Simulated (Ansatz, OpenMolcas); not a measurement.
A ladder of methods for SiO (SMILES O=[Si])

SiO has 2 atoms, charge 0, and is taken as a singlet. SMILES: `O=[Si]`. The coordinates come from a PBE0-D4/def2-TZVP relaxation.

```xyz
2

O    -0.6407    0.2315   -0.3240
Si    0.6407   -0.2315    0.3240
```

Quantity: the energy change with the O1–Si2 bond stretched from 1.509 to 1.886 Å, in eV. The values are calculated.

```csv
level,kind,program,value (eV),less FCI/STO-3G,CPU time (all runs)
SVWN5/STO-3G (restricted),LDA,OpenMolcas,2.03,+0.08,5.1 s
revPBE/STO-3G (restricted),GGA,Ansatz,1.78,-0.17,1 s
r2SCAN/STO-3G (restricted),meta-GGA,OpenMolcas,2.18,+0.23,6.4 s
B3LYP/STO-3G (restricted),global hybrid,Ansatz,2.30,+0.35,1.1 s
M06-2X/STO-3G (restricted),hybrid meta-GGA,OpenMolcas,2.86,+0.91,6 s
MP2/STO-3G (restricted),perturbation theory,OpenMolcas,2.37,+0.42,3.2 s
CCSD/STO-3G (restricted),coupled cluster or CI,Ansatz,2.64,+0.69,0.28 s
CCSDT/STO-3G (restricted),coupled cluster or CI,Ansatz,1.95,0.00,0.45 s
FCI/STO-3G,exact in the basis,Ansatz,1.95,0.00,0.34 s
```

FCI/STO-3G is exact within its basis and frozen core, so for wave-function methods in that basis the difference is their error; functionals converge differently with the basis, so for them it is only a difference. The first shape isn't each level's own minimum. The values span 1.78 to 2.86 eV. All rows use very small basis sets, so even the best lies far from the true value. Times are those of the runs behind each value, whatever else they computed, on shared processors of several kinds: orders of magnitude only.
